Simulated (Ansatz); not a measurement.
## Ansatz (development build ahead of 0.2.0) run

```yaml
crystal:
  periodic: [false, false, false]
  atoms:
    - { symbol: C, position_ang: [0.04509, -0.02451, -0.15821] }
    - { symbol: H, position_ang: [-0.02715, 0.90373, 0.59359] }
    - { symbol: H, position_ang: [0.1003, -0.85988, 0.51562] }
basis:
  gaussian: { orbitals: "6-31G" }
hamiltonian:
  xc: hf
correlation:
  method: mp2
  frozen_orbitals: { C: 1, H: 0 }
```

The input is written out in the form of the current development build from the run's settings.

Output:

```
Converged                       : yes
Reference energy                : -38.84824 hartree
Correlation energy              : -0.06628 hartree
Total energy                    : -38.91452 hartree
Spin squared of the determinant : 0.000
```

Caution: another spin multiplicity may lie lower.
